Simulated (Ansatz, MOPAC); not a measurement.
Reaction (SMILES): P (PH3) -> [PH2] (PH2) + H atom (the H-P bond breaks)

Property: bond dissociation energy (enthalpy at 298 K), in kcal/mol. Set-up: dispersion terms only where a functional's name holds one; UHF or UKS for open shells; 6-311+G** with 5d, 6d on Na to Ar in Ansatz (a quantum-chemistry and plane-wave program); LANL2DZ with its own core potentials from Na on; 6-31G* and kin with 6d, 5d where marked; spin-orbit terms left out; valence correlation only; non-relativistic. CBS marks a two-point X^-3 extrapolation of the correlation energy; Hartree-Fock from the larger set. First-principles rows: single points at B3LYP-D3(BJ) geometries (Ansatz), with unscaled harmonic terms from B3LYP/6-31G* at its own minima. Semi-empirical rows: MOPAC heats of formation at their own minima for 298 K.

Measured values: Active Thermochemical Tables 1.112 (ions: stationary electron), as tabulated in the package chemicals; G2/97 table in ASE (Curtiss et al.); they hold spin-orbit and core effects, anharmonicity. 

Value to compare with, the measured value: 83.9 kcal/mol.

| level | program | bond dissociation energy (enthalpy at 298 K) (kcal/mol) | error |
|---|---|---|---|
| PM6 | MOPAC | 81.8 | -2.1 |
| MNDO | MOPAC | 79.2 | -4.7 |
| HF/6-31G* | Ansatz | 57.3 | -26.6 |
| SVWN5/6-31G* | Ansatz | 90.1 | 6.2 |
| PBE/LANL2DZ | Ansatz | 74.2 | -9.7 |
| PBE/def2-SVP | Ansatz | 78.9 | -5.0 |
| PBE/6-311+G** | Ansatz | 78.9 | -5.0 |
| B3LYP/6-31G* | Ansatz | 79.9 | -4.0 |
| B3LYP/6-31+G* | Ansatz | 80.0 | -3.9 |
| B3LYP/6-311+G** | Ansatz | 80.2 | -3.7 |
| PBE0/6-311+G** | Ansatz | 78.6 | -5.3 |
| MP2/3-21G | Ansatz | 60.7 | -23.2 |
| MP2/6-31G* | Ansatz | 68.8 | -15.1 |
| MP2/6-311+G** | Ansatz | 75.6 | -8.3 |
| wB97M-V/def2-TZVPD | Ansatz | 82.7 | -1.2 |
| CCSD(T)/CBS(aug-cc-pV(T+d)Z,aug-cc-pV(Q+d)Z) | Ansatz | 82.5 | -1.4 |

Among the 14 habitual levels, HF/6-31G* lies farthest from the measured value (-26.6 kcal/mol) and PM6 nearest (-2.1); 1 of 14 lie above it, and their mean absolute error is 8.8 kcal/mol, the median 5.2. One case shows no general order.

The levels are drawn from those run, B3LYP/6-31G* more often than the rest, none by its result; runs whose electronic state is in doubt are left out.
